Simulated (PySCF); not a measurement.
Electron affinity of B by level of theory

B- [He] 2s2 2p2 (3P) → B [He] 2s2 2p1 (2P), as a difference of total energies. All numbers are calculated (PySCF 2.14, no relativity, point nucleus, in def2-QZVPPD (8s4p4d2f1g, 63 functions)). Correlated levels: valence: 1s2 frozen; valence and next inner shell: nothing frozen. The calculations carry no spin-orbit coupling.

```
                                method  electron affinity (eV)
                                   UHF                  -0.373
                                   LDA                   0.542
                                   PBE                   0.405
                                  PBE0                   0.327
                                r2SCAN                   0.437
                                   M06                   0.085
                                 TPSSh                   0.267
                                 wB97X                   0.159
                                 HSE06                   0.327
                         MP2 (valence)                   0.117
                     SCS-MP2 (valence)                  -0.017
    MP2 (valence and next inner shell)                   0.122
SCS-MP2 (valence and next inner shell)                  -0.013
```

Errors of the correlated levels include the incompleteness of this basis and the frozen core.

A negative affinity means that the anion lies above the atom at that level of theory.

In the anion the highest occupied orbital energy is positive at LDA, PBE, PBE0, r2SCAN, M06, TPSSh, HSE06, a self-interaction effect; the basis confines that electron, and the energy difference can still be sensible.

**Question.** Which method comes closest to the reference value, and which is furthest?

**Answer.** The reference is 0.280 eV (measured; photodetachment measurements, as compiled on the Wikipedia data page of electron affinities). Closest: TPSSh (error -0.013 eV); furthest: UHF (error -0.653 eV).
